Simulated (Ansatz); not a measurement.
# C₃H₅N: a ladder of functionals and wavefunction methods

Aim: compute C₃H₅N with functionals from several rungs and with coupled cluster, and see how far each lands from CCSD(T) at the basis-set limit for the atomisation energy.

Program: Ansatz 0.2.0, Gaussian basis. Level of theory: functionals in def2-TZVPP, the program's frozen cores in correlated methods. These are calculated values, not measurements.

Plan: LDA (SPW92), PBE-D4, revPBE-D4, BLYP-D4, r2SCAN-D4, B97M-V, PBE0-D4, B3LYP-D4, r2SCANh-D4, r2SCAN0-D4, HSE06-D4, BHLYP-D4, CAM-B3LYP-D4, LC-ωPBE, ωB97X-V, ωB97M-V, B2PLYP, PBE-QIDH; CCSD(T)/def2-SVP; CCSD(T)/def2-TZVPP; MP2/def2-QZVPP; extrapolation to the limit; RPA on PBE.

### 1 The geometry

All runs share one geometry, relaxed beforehand with PBE0-D4 in a triple-zeta def2 set.

SMILES `NC1=CC1`, 9 atoms, charge 0, spin multiplicity 1.

Atoms are counted from 1 here; the program's logs count them from 0.

Bond lengths: N1–C2 1.351 Å, N1–H5 1.007 Å, N1–H6 1.005 Å, C2–C3 1.295 Å, C2–C4 1.480 Å, C3–C4 1.508 Å, C3–H7 1.074 Å, C4–H8 1.094 Å, C4–H9 1.094 Å. Angles: C2–N1–H5 117.3°, C2–N1–H6 116.6°, H5–N1–H6 114.8°, N1–C2–C3 152.7°, N1–C2–C4 141.5°, C3–C2–C4 65.5°, C2–C3–C4 63.2°, C2–C3–H7 151.5°, C4–C3–H7 145.2°, C2–C4–C3 51.4°, C2–C4–H8 119.4°, C2–C4–H9 119.4°, C3–C4–H8 120.1°, C3–C4–H9 120.1°, H8–C4–H9 113.1°.

### 2 LDA

This LDA is Slater exchange with PW92 correlation.

in.yaml

```yaml
crystal:
  periodic: [false, false, false]
  atoms:
    - {symbol: N, position_ang: [-0.340008, 1.296031, -0.820657]}
    - {symbol: C, position_ang: [0.110311, 0.187430, -0.193387]}
    - {symbol: C, position_ang: [1.010649, -0.710298, 0.053078]}
    - {symbol: C, position_ang: [-0.351995, -0.928458, 0.661700]}
    - {symbol: H, position_ang: [0.349537, 1.928326, -1.192433]}
    - {symbol: H, position_ang: [-1.148512, 1.741372, -0.422177]}
    - {symbol: H, position_ang: [1.994139, -1.121123, -0.077632]}
    - {symbol: H, position_ang: [-0.509442, -0.757361, 1.730805]}
    - {symbol: H, position_ang: [-1.026278, -1.682218, 0.243702]}
basis:
  gaussian: {orbitals: def2-TZVPP}
hamiltonian: {xc: lda}
output: {orbitals: {seedname: orbitals}}
```

On the command line:

```bash
ansatz run in.yaml --threads 2 --pin off --events-out ev --progress --plain --max-ram 4352MiB
```

The runs that follow: PBE-D4 (GGA); revPBE-D4 (GGA); BLYP-D4 (GGA); r2SCAN-D4 (meta-GGA); B97M-V (meta-GGA); PBE0-D4 (hybrid); B3LYP-D4 (hybrid); r2SCANh-D4 (hybrid); r2SCAN0-D4 (hybrid); HSE06-D4 (hybrid); BHLYP-D4 (hybrid); CAM-B3LYP-D4 (range-separated); LC-ωPBE (range-separated); ωB97X-V (range-separated); ωB97M-V (range-separated); B2PLYP (double hybrid); PBE-QIDH (double hybrid); CCSD(T) in def2-SVP; CCSD(T) in def2-TZVPP; MP2 in def2-QZVPP; RPA on PBE orbitals.

Before running them: what should the planned runs give, taken together? Wanted: atomisation energy, CCSD(T)/CBS; farthest beyond LDA; mean size of error, GGA; mean size of error, meta-GGA; mean size of error, hybrid; mean size of error, range-separated; mean size of error, double hybrid; gap, smallest and largest; T1 diagnostic.

As calculated:

| quantity | value |
| --- | --- |
| atomisation energy, CCSD(T)/CBS | 3575.3 kJ/mol |
| functionals within 17.9 kJ/mol (0.5 %) | r2SCANh-D4, B2PLYP, PBE-QIDH |
| farthest beyond LDA | PBE-D4 (+156.6 kJ/mol) |
| mean size of error, GGA | 83.1 kJ/mol |
| mean size of error, meta-GGA | 26.0 kJ/mol |
| mean size of error, hybrid | 51.9 kJ/mol |
| mean size of error, range-separated | 33.1 kJ/mol |
| mean size of error, double hybrid | 11.1 kJ/mol |
| gap, smallest and largest | 4.67 eV (BLYP-D4), 11.59 eV (LC-ωPBE) |
| T1 diagnostic | 0.0110 |
| triples share of the correlation energy | 4.4 % |

The LDA atomisation energy is off by 618.1 kJ/mol (17 %): it overbinds. PBE-D4 is off by +156.6 kJ/mol. Double hybrids carry the basis error of their MP2 part in triple zeta, and no dispersion term here, so their miss is partly the set-up's. By mean error the best rung here is double hybrid (11.1 kJ/mol) and the worst beyond LDA is GGA (83.1 kJ/mol). Misses under about 17.9 kJ/mol are within the doubt on the reference itself, which lacks core-valence correlation, relativity and higher excitations. Hartree-Fock recovers 70 % of the binding; the rest is correlation. CCSD(T) in def2-SVP is off by -168.6 kJ/mol, more than most functionals: a good method in a small basis is no reference. Orbital gaps span 4.7 to 11.6 eV; exact exchange widens them.
